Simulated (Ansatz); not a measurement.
**BH₂+ (triplet): wave-function methods side by side at angle H2–B1–H3 = 86.2°, aug-cc-pVTZ**

How much of the correlation energy of BH₂+ (triplet) does each wave-function method recover here?

Computed with Ansatz 0.2.0, Gaussian basis. Level: aug-cc-pVTZ, core rule «outside noble gas», up to 1 orbitals frozen.

To be run: UHF; CCSD(T) on ROHF; CCSD(T) on UHF; BCCD(T) on ROHF; CCSDT(Q) on ROHF; CCSDT(Q) on UHF; CASSCF and NEVPT2, 4 electrons in 6 orbitals; Full CI.

12 further runs of the same task are left out: 2 for a known fault of the program, 7 that didn't finish, 3 set aside as unsound or not needed.

### 1 The system

The geometry derives from a PBE0/def2-TZVP stationary point (not a proven minimum). One angle is set to the value named; bond lengths are kept.

3 atoms, charge 1, spin multiplicity 3.

Atoms are counted from 1 here; the program's logs count them from 0.

Bond lengths: B1–H2 1.291 Å, B1–H3 1.291 Å. Angles: H2–B1–H3 86.2°.

Coordinates:

```xyz
3
BH2
B     0.00000    0.00000   -0.14813
H     0.00000    0.88202    0.79442
H     0.00000   -0.88202    0.79442
```

In the tables R marks a restricted open-shell determinant and U an unrestricted one; 'valence' is the active space of 4 electrons in 6 orbitals; energies count from the table's Hartree-Fock row.

### 2 UHF

Input file in.yaml:

```yaml
crystal:
  periodic: [false, false, false]
  atoms:
    - {symbol: B, position_ang: [0.000000, 0.000000, -0.148132]}
    - {symbol: H, position_ang: [0.000000, 0.882025, 0.794421]}
    - {symbol: H, position_ang: [0.000000, -0.882025, 0.794421]}
basis:
  gaussian: {orbitals: aug-cc-pVTZ}
total_charge: 1
magnetization: {spin_polarized: true, initial_magnetization: 2}
hamiltonian: {xc: hf}
output: {orbitals: {seedname: orbitals}}
```

Command:

```
$ ansatz run in.yaml --threads 1 --pin off --events-out ev --progress --plain --max-ram 2393MiB
```

The program printed:

```text
Functional definition: HF
  name "HF"
  cite "Fock, Z. Phys. 61, 126 (1930) doi:10.1007/BF01340294"
  parent pbe
  exchange = exact_x
  correlation = 0
404 factors; their error is unknown
mean field evaluation 1: about -688.7733 eV, gradient 7.3e0 eV
mean field evaluation 2: about -689.3349 eV, gradient 2.9e0 eV
mean field evaluation 4: about -689.4735 eV, gradient 1.9e-1 eV
mean field evaluation 8: about -689.4750 eV, gradient 1.7e-4 eV
mean field -689.47496437 eV, -25.3377375975 hartree, gradient 1.2e-5 eV, S^2 2.016244; 0 other end points of the search recorded, 0 dependent functions left out
reference -689.47496437 eV, -25.3377375975 hartree; 4, 2 occupied and 88, 90 virtual orbitals, 404 factors
Total energy: -689.47496437 eV, -25.3377375975 hartree
```

Run time: 0.65 s. Hardware: 1 thread of Arm Neoverse V2, shared host.

From the report: ⟨S²⟩ of the determinant 2.016 (pure triplet: 2.00).

### 3 CCSD(T) on ROHF

in.yaml: that of step 2 with these lines changed.

```diff
@@ -9,4 +9,3 @@
 total_charge: 1
-magnetization: {spin_polarized: true, initial_magnetization: 2}
-hamiltonian: {xc: hf}
-output: {orbitals: {seedname: orbitals}}
+magnetization: {spin_polarized: false, initial_magnetization: 2}
+correlation: {method: ccsd_t, electrons: outside_noble_gas}
```

The command is unchanged.

The program printed (excerpt; [...] marks lines left out):

```text
Functional definition: HF
  name "HF"
  cite "Fock, Z. Phys. 61, 126 (1930) doi:10.1007/BF01340294"
  parent pbe
[...]
522 factors; integrals over basis functions are off by at most 1.1e-3 eV
[...]
mean field -689.30643948 eV, -25.3315444224 hartree, gradient 2.1e-6 eV, S^2 2.000000; 1 other end points of the search recorded, 0 dependent functions left out
determinant -689.30643948 eV, -25.3315444224 hartree, with singles and doubles -691.41380818 eV, -25.4089887934 hartree
determinant -686.42071093 eV, -25.2254958539 hartree, with singles and doubles -688.73021895 eV, -25.3103687082 hartree
1 core orbitals not correlated: weight in the atoms' cores, before any rotation towards them, 1.000 or more for the frozen orbitals, at most 0.000 for the correlated occupied ones
reference -689.30643948 eV, -25.3315444224 hartree; 3, 1 occupied and 88, 90 virtual orbitals, 522 factors
second order -1.52208867 eV of doubles, -0.09709306 eV of singles
cycle   1  -2.02617213 eV  change   -1.8e-1 eV  update   1.8e-2
[...]
cycle   9  -2.04202134 eV  change    6.7e-7 eV  update   1.5e-6
perturbative correction -0.04419627 eV, -0.0016241831 hartree
Total energy: -691.39265709 eV, -25.4082115054 hartree
```

Wall time 1.9 s (1 thread of Arm Neoverse V2, shared host); peak memory 0.37 GiB.

From the report: correlation -2.0862 eV; T1 0.025; largest double amplitude 0.07.

### 4 CCSD(T) on UHF

in.yaml: that of step 3 with these lines changed.

```diff
@@ -9,3 +9,3 @@
 total_charge: 1
-magnetization: {spin_polarized: false, initial_magnetization: 2}
+magnetization: {spin_polarized: true, initial_magnetization: 2}
 correlation: {method: ccsd_t, electrons: outside_noble_gas}
```

The command is unchanged.

The program printed (excerpt; [...] marks lines left out):

```text
Functional definition: HF
  name "HF"
  cite "Fock, Z. Phys. 61, 126 (1930) doi:10.1007/BF01340294"
  parent pbe
[...]
522 factors; integrals over basis functions are off by at most 1.1e-3 eV
[...]
mean field -689.47497580 eV, -25.3377380179 hartree, gradient 1.2e-6 eV, S^2 2.016244; 1 other end points of the search recorded, 0 dependent functions left out
determinant -689.47497580 eV, -25.3377380179 hartree, with singles and doubles -691.40496551 eV, -25.4086638312 hartree
determinant -686.54213812 eV, -25.2299582211 hartree, with singles and doubles -688.71277085 eV, -25.3097275023 hartree
1 core orbitals not correlated: weight in the atoms' cores, before any rotation towards them, 1.000 or more for the frozen orbitals, at most 0.000 for the correlated occupied ones
reference -689.47497580 eV, -25.3377380179 hartree; 3, 1 occupied and 88, 90 virtual orbitals, 522 factors
second order -1.43273562 eV of doubles, -0.00000000 eV of singles
cycle   1  -1.86326138 eV  change   -1.7e-1 eV  update   1.8e-2
[...]
cycle   9  -1.87790327 eV  change    1.1e-6 eV  update   1.6e-6
perturbative correction -0.04032501 eV, -0.0014819167 hartree
Total energy: -691.39320408 eV, -25.4082316069 hartree
```

Run time: 2 s. Hardware: 1 thread of Arm Neoverse V2, shared host; peak memory 0.37 GiB.

From the report: ⟨S²⟩ of the determinant 2.016 (pure triplet: 2.00); correlation -1.9182 eV; T1 0.016; largest double amplitude 0.07.

### 5 BCCD(T) on ROHF

in.yaml: that of step 4 with these lines changed.

```diff
@@ -9,3 +9,3 @@
 total_charge: 1
-magnetization: {spin_polarized: true, initial_magnetization: 2}
-correlation: {method: ccsd_t, electrons: outside_noble_gas}
+magnetization: {spin_polarized: false, initial_magnetization: 2}
+correlation: {method: bccd_t, electrons: outside_noble_gas}
```

Launched as before.

The program printed (excerpt; [...] marks lines left out):

```text
Functional definition: HF
  name "HF"
  cite "Fock, Z. Phys. 61, 126 (1930) doi:10.1007/BF01340294"
  parent pbe
[...]
522 factors; integrals over basis functions are off by at most 1.1e-3 eV
[...]
mean field -689.30643948 eV, -25.3315444224 hartree, gradient 2.1e-6 eV, S^2 2.000000; 1 other end points of the search recorded, 0 dependent functions left out
determinant -689.30643948 eV, -25.3315444224 hartree, with singles and doubles -691.41380818 eV, -25.4089887934 hartree
determinant -686.42071093 eV, -25.2254958539 hartree, with singles and doubles -688.73021895 eV, -25.3103687082 hartree
1 core orbitals not correlated: weight in the atoms' cores, before any rotation towards them, 1.000 or more for the frozen orbitals, at most 0.000 for the correlated occupied ones
reference -689.30643948 eV, -25.3315444224 hartree; 3, 1 occupied and 88, 90 virtual orbitals, 522 factors
second order -1.52208867 eV of doubles, -0.09709306 eV of singles
cycle   1  -2.03251976 eV  change   -1.8e-1 eV  update   1.8e-2
[...]
cycle   9  -2.04388333 eV  change   -2.0e-7 eV  update   1.8e-6
perturbative correction -0.04239485 eV, -0.0015579819 hartree
Total energy: -691.39271766 eV, -25.4082137312 hartree
```

Run time: 2.8 s. Hardware: 1 thread of Arm Neoverse V2, shared host; peak memory 0.48 GiB.

From the report: correlation -2.0863 eV; largest double amplitude 0.07.

### 6 CCSDT(Q) on ROHF

in.yaml: that of step 5 with these lines changed.

```diff
@@ -10,2 +10,2 @@
 magnetization: {spin_polarized: false, initial_magnetization: 2}
-correlation: {method: bccd_t, electrons: outside_noble_gas}
+correlation: {method: ccsdt_q, electrons: outside_noble_gas}
```

Same command.

The program printed:

```text
Functional definition: HF
  name "HF"
  cite "Fock, Z. Phys. 61, 126 (1930) doi:10.1007/BF01340294"
  parent pbe
  exchange = exact_x
  correlation = 0
1066 factors; integrals over basis functions are off by at most 2.0e-7 eV
mean field evaluation 1: about -688.6849 eV, gradient 7.0e0 eV
mean field evaluation 2: about -688.6852 eV, gradient 7.0e0 eV
mean field evaluation 4: about -689.2967 eV, gradient 7.0e-1 eV
mean field evaluation 8: about -689.3064 eV, gradient 1.3e-3 eV
mean field evaluation 16: about -689.3064 eV, gradient 3.2e-6 eV
mean field evaluation 32: about -686.4207 eV, gradient 7.3e-3 eV
mean field -689.30644029 eV, -25.3315444519 hartree, gradient 3.2e-6 eV, S^2 2.000000; 1 other end points of the search recorded, 0 dependent functions left out
determinant -689.30644029 eV, -25.3315444519 hartree, with singles and doubles -691.41381488 eV, -25.4089890397 hartree
determinant -686.42071168 eV, -25.2254958817 hartree, with singles and doubles -688.73022500 eV, -25.3103689307 hartree
1 core orbitals not correlated: weight in the atoms' cores, before any rotation towards them, 1.000 or more for the frozen orbitals, at most 0.000 for the correlated occupied ones
reference -689.30644029 eV, -25.3315444519 hartree; 3, 1 occupied and 88, 90 virtual orbitals, 1066 factors
second order -1.52209560 eV of doubles, -0.09709311 eV of singles
cycle   1  -1.89568490 eV  change   -2.7e-1 eV  update   4.5e-2
cycle   2  -2.08735308 eV  change   -1.9e-1 eV  update   2.2e-2
cycle   3  -2.08981174 eV  change   -2.5e-3 eV  update   7.3e-3
cycle   4  -2.09817877 eV  change   -8.4e-3 eV  update   3.1e-3
cycle   5  -2.09811582 eV  change    6.3e-5 eV  update   1.0e-3
cycle   6  -2.09755120 eV  change    5.6e-4 eV  update   2.9e-4
cycle   7  -2.09778563 eV  change   -2.3e-4 eV  update   1.2e-4
cycle   8  -2.09781039 eV  change   -2.5e-5 eV  update   3.4e-5
cycle   9  -2.09778285 eV  change    2.8e-5 eV  update   1.0e-5
cycle  10  -2.09779087 eV  change   -8.0e-6 eV  update   3.3e-6
cycle  11  -2.09779071 eV  change    1.6e-7 eV  update   1.0e-6
cycle  12  -2.09779052 eV  change    1.9e-7 eV  update   3.1e-7
perturbative correction -0.00045422 eV, -0.0000166923 hartree
Total energy: -691.40468503 eV, -25.4086535238 hartree
```

Wall time 58 s (1 thread of Arm Neoverse V2, shared host); peak memory 1.2 GiB.

From the report: correlation -2.0982 eV; T1 0.026; largest double amplitude 0.07.

### 7 CCSDT(Q) on UHF

in.yaml: that of step 6 with these lines changed.

```diff
@@ -9,3 +9,3 @@
 total_charge: 1
-magnetization: {spin_polarized: false, initial_magnetization: 2}
+magnetization: {spin_polarized: true, initial_magnetization: 2}
 correlation: {method: ccsdt_q, electrons: outside_noble_gas}
```

Same command.

The program printed (excerpt; [...] marks lines left out):

```text
Functional definition: HF
  name "HF"
  cite "Fock, Z. Phys. 61, 126 (1930) doi:10.1007/BF01340294"
  parent pbe
[...]
1066 factors; integrals over basis functions are off by at most 2.0e-7 eV
[...]
mean field -689.47497670 eV, -25.3377380508 hartree, gradient 1.8e-6 eV, S^2 2.016244; 1 other end points of the search recorded, 0 dependent functions left out
determinant -689.47497670 eV, -25.3377380508 hartree, with singles and doubles -691.40497232 eV, -25.4086640816 hartree
determinant -686.54213893 eV, -25.2299582505 hartree, with singles and doubles -688.71276798 eV, -25.3097273968 hartree
1 core orbitals not correlated: weight in the atoms' cores, before any rotation towards them, 1.000 or more for the frozen orbitals, at most 0.000 for the correlated occupied ones
reference -689.47497670 eV, -25.3377380508 hartree; 3, 1 occupied and 88, 90 virtual orbitals, 1066 factors
second order -1.43274223 eV of doubles, -0.00000000 eV of singles
cycle   1  -1.70904472 eV  change   -2.8e-1 eV  update   4.7e-2
[...]
cycle  13  -1.92967346 eV  change    2.8e-7 eV  update   1.2e-7
perturbative correction -0.00041599 eV, -0.0000152873 hartree
Total energy: -691.40506615 eV, -25.4086675298 hartree
```

Wall time 60 s (1 thread of Arm Neoverse V2, shared host); peak memory 1.2 GiB.

From the report: ⟨S²⟩ of the determinant 2.016 (pure triplet: 2.00); correlation -1.9301 eV; T1 0.017; largest double amplitude 0.08.

### 8 CASSCF and NEVPT2, 4 electrons in 6 orbitals

in.yaml: that of step 7 with these lines changed.

```diff
@@ -9,3 +9,3 @@
 total_charge: 1
-magnetization: {spin_polarized: true, initial_magnetization: 2}
-correlation: {method: ccsdt_q, electrons: outside_noble_gas}
+magnetization: {spin_polarized: false, initial_magnetization: 2}
+correlation: {method: sc_nevpt2, electrons: outside_noble_gas, active_space: {window: {electrons: 4, orbitals: 6}, shells: [{species: B, l: s, shell: 2}, {species: B, l: p, shell: 2}, {species: H, l: s, shell: 1}]}}
```

The command is unchanged.

The program printed:

```text
Functional definition: HF
  name "HF"
  cite "Fock, Z. Phys. 61, 126 (1930) doi:10.1007/BF01340294"
  parent pbe
  exchange = exact_x
  correlation = 0
1066 factors; integrals over basis functions are off by at most 2.0e-7 eV
mean field evaluation 1: about -688.6849 eV, gradient 7.0e0 eV
mean field evaluation 2: about -688.6852 eV, gradient 7.0e0 eV
mean field evaluation 4: about -689.2967 eV, gradient 7.0e-1 eV
mean field evaluation 8: about -689.3064 eV, gradient 1.3e-3 eV
mean field -689.30644029 eV, -25.3315444519 hartree, gradient 3.2e-6 eV, S^2 2.000000; 0 other end points of the search recorded, 0 dependent functions left out
reference -689.30644029 eV, -25.3315444519 hartree; 4, 2 occupied and 88, 90 virtual orbitals, 1066 factors
state -690.33084622 eV, -25.3691906756 hartree
state -690.33084622 eV, -25.3691906756 hartree; corrected -691.16538646 eV, -25.3998594635 hartree
Total energy: -691.16538646 eV, -25.3998594635 hartree
Checks for a lower state left out: starts, orbital_swaps
```

It took 1.6 s on 1 thread of Arm Neoverse V2, shared host.

From the report: 60 determinants; active occupations 1.95, 1.01, 0.99, 0.02, 0.02, 0.01.

### 9 Full CI

Input file in.yaml:

```yaml
crystal:
  periodic: [false, false, false]
  atoms:
    - {symbol: B, position_ang: [0.000000, 0.000000, -0.148132]}
    - {symbol: H, position_ang: [0.000000, 0.882025, 0.794421]}
    - {symbol: H, position_ang: [0.000000, -0.882025, 0.794421]}
basis:
  gaussian: {orbitals: aug-cc-pVTZ}
total_charge: 1
magnetization: {spin_polarized: false, initial_magnetization: 2}
correlation: {method: fci, electrons: outside_noble_gas}
```

Same command.

The program printed:

```text
Functional definition: HF
  name "HF"
  cite "Fock, Z. Phys. 61, 126 (1930) doi:10.1007/BF01340294"
  parent pbe
  exchange = exact_x
  correlation = 0
1066 factors; integrals over basis functions are off by at most 2.0e-7 eV
mean field evaluation 1: about -688.6849 eV, gradient 7.0e0 eV
mean field evaluation 2: about -688.6852 eV, gradient 7.0e0 eV
mean field evaluation 4: about -689.2967 eV, gradient 7.0e-1 eV
mean field evaluation 8: about -689.3064 eV, gradient 1.3e-3 eV
mean field -689.30644029 eV, -25.3315444519 hartree, gradient 3.2e-6 eV, S^2 2.000000; 0 other end points of the search recorded, 0 dependent functions left out
mean field evaluation 16: about -689.4744 eV, gradient 1.9e-1 eV
1 core orbitals not correlated: weight in the atoms' cores, before any rotation towards them, 1.000 or more for the frozen orbitals, at most 0.000 for the correlated occupied ones
reference -689.30644029 eV, -25.3315444519 hartree; 3, 1 occupied and 88, 90 virtual orbitals, 1066 factors
state -691.40471139 eV, -25.4086544926 hartree
Total energy: -691.40471139 eV, -25.4086544926 hartree
```

It took 58 s on 1 thread of Arm Neoverse V2, shared host; peak memory 0.77 GiB.

From the report: 4,238,676 determinants, symmetry B2.

### 10 Natural occupations

Natural occupations of the FCI state about the gap (report; correlated orbitals 1 to 10): 1.939, 0.998, 0.984, 0.020, 0.017, 0.015, 0.007, 0.004, 0.003, 0.003. The count of effectively unpaired electrons, Σ n²(2 − n)², is 2.02; a single determinant of this spin has 2.

### 11 The ladder

The yardstick is full CI for this spin, exact in this basis with these frozen cores. Rows without a time come out of other runs: HF, MP2 and CCSD of CCSD(T), CCSDT of CCSDT(Q), CASSCF and MRCISD of the multireference runs.

Differences are taken before rounding.

```tsv
method	energy from the lowest RHF (kJ/mol)	from FCI (kJ/mol)	time
RHF	0.0	+202.5	
UHF	-16.3	+186.2	
RMP2	-156.2	+46.2	
UMP2	-154.5	+48.0	
RCCSD	-197.0	+5.4	
UCCSD	-197.5	+5.0	
RCCSD(T)	-201.3	+1.2	1.9 s
UCCSD(T)	-201.3	+1.1	2 s
BCCD(T)	-201.3	+1.2	2.8 s
RCCSDT	-202.4	0.0	
UCCSDT	-202.4	0.0	
RCCSDT(Q)	-202.4	0.0	58 s
UCCSDT(Q)	-202.5	0.0	60 s
CASSCF valence	-98.8	+103.6	
NEVPT2 valence	-179.4	+23.1	1.6 s
FCI	-202.5	0	58 s
```

Among the levels timed on like hardware and quicker than the yardstick, those that no quicker one beats, quickest first: NEVPT2 valence (1.6 s, +23.1 kJ/mol); RCCSD(T) (1.9 s, +1.2 kJ/mol); UCCSD(T) (2 s, +1.1 kJ/mol); RCCSDT(Q) (58 s, 0.0 kJ/mol).

### 12 Summary of results

```
                         quantity                                                              value
         FCI below the RHF energy                                                         -2.0983 eV
                    RMP2 from FCI                                                       +46.2 kJ/mol
                    UMP2 from FCI                                                       +48.0 kJ/mol
                   RCCSD from FCI                                                        +5.4 kJ/mol
                RCCSD(T) from FCI                                                        +1.2 kJ/mol
                UCCSD(T) from FCI                                                        +1.1 kJ/mol
               RCCSDT(Q) from FCI                                                         0.0 kJ/mol
               UCCSDT(Q) from FCI                                                         0.0 kJ/mol
          NEVPT2 valence from FCI                                                       +23.1 kJ/mol
levels within 1 kcal/mol (43 meV)  RCCSD(T), UCCSD(T), BCCD(T), RCCSDT, UCCSDT, RCCSDT(Q), UCCSDT(Q)
                    T1 diagnostic                                                              0.025
   effectively unpaired electrons                                                               2.02
```

In words: RCCSD(T) misses by +1.2 kJ/mol, 0.6 % of the correlation energy. One determinant dominates. These misses are within one basis, not against nature; the frozen cores of restricted and unrestricted runs differ, which can shift their rows.

RCCSDT(Q) reaches 0.0 kJ/mol from the reference in 58 s, where FCI took 58 s; the quickest level in the cost chart, NEVPT2 valence, takes 1.6 s and misses by 23.1 kJ/mol.
